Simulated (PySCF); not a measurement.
# Electronic absorption of C5H9N

C5H9N.
SMILES: `CC=C=CCN`

Method: PySCF 2.14.0, density-fitted response routines, TDDFT PBE0/def2-SVPD, vertical, gas phase, core orbitals frozen in the response. The structure is a single GFN2-xTB conformer in the gas phase; no vibrational or solvent corrections. Torsions of this conformer, `[CH3:1][CH:2]=[C:3]=[CH:4][CH2:5][NH2:6]`: C3–C4–C5–N6 -111°, H–N6–C5–C4 -58°, H–N6–C5–C4 61°.

```csv
state,E (eV),λ (nm),ν̃ (cm⁻¹),f,"main configurations (H = HOMO, L = LUMO)"
S1,5.62,220.7,45300,0.012,"H→L (64%), H-1→L (15%), H→L+1 (11%)"
S2,5.80,213.6,46810,0.0023,"H→L+1 (42%), H→L (24%), H-1→L (19%)"
S3,6.36,195.0,51290,0.0056,"H-1→L+1 (44%), H→L+2 (16%), H-2→L (15%)"
S4,6.58,188.4,53070,0.187,"H-1→L (27%), H→L+2 (22%), H→L+1 (21%)"
S5,6.75,183.7,54430,0.162,"H→L+2 (50%), H→L+1 (17%), H-2→L+1 (13%)"
S6,6.88,180.1,55530,0.020,"H→L+3 (61%), H-1→L+1 (12%), H-1→L+2 (9%)"
S7,7.00,177.0,56480,0.064,"H-1→L+2 (50%), H-1→L (18%), H-2→L (17%)"
S8,7.26,170.8,58560,0.0071,"H-2→L (36%), H→L+3 (17%), H-1→L+1 (14%)"
```

Triplets (Tamm–Dancoff): T1 4.52 eV, H-1→L+1 (33%), H→L (29%), H-2→L (12%); T2 4.75 eV, H→L+1 (35%), H-1→L (30%), H-2→L+1 (14%); T3 5.31 eV, H→L (43%), H-1→L+1 (30%), H-1→L (17%).

The lowest singlet lies at 5.62 eV (221 nm, ultraviolet) and is weak; its leading configuration is HOMO→LUMO (64%). The strongest level in the table is S4 at 6.58 eV (188 nm, f = 0.187). Löwdin shares by element: HOMO nitrogen 43%, carbon 34% or more (atoms not listed hold the other 23%); LUMO carbon 58% or more (atoms not listed hold the other 42%). Orbital energies (eV): HOMO-3 -10.17, HOMO-2 -7.85, HOMO-1 -7.30, HOMO -6.67, LUMO 0.27, LUMO+1 0.52, LUMO+2 1.11. The listed states span 1.64 eV, and the widest gap between neighbours is 0.56 eV (S2 to S3). The oscillator strengths of these states sum to 0.460; summed over the whole spectrum of an exact calculation they would give the number of electrons, 46 (Thomas–Reiche–Kuhn). The window holds the lowest 8 singlets.

The run took 26 s on Arm Neoverse V1, one thread, no GPU (shared host).
